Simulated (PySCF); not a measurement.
BeH, SMILES [BeH+], charge +1. Coordinates come from a PBE-D3(BJ)/def2-TZVPD optimisation. The multiplicity is an assumed one; other spin states were not compared.

Calculation: PySCF 2.14.0 with PBE-D3(BJ)/def2-TZVPD.

Harmonic wavenumbers (cm⁻¹): 2120. Rotational constants (GHz): 313.2 (linear); symmetry number 1.

Problem. Work out the zero-point energy and the ideal-gas rigid-rotor harmonic-oscillator thermochemistry at 298.15 K and 1 atm.

Solution. ZPE = ½ Σ hcν = ½ × 2120 cm⁻¹ = 3.03 kcal/mol. H − E(el) = 5.11 kcal/mol. Entropy in cal/(mol K): translation 32.86, rotation 7.92, vibration 0.00, total 40.79. G − E(el) = -7.05 kcal/mol. Cp = 6.96 cal/(mol K).
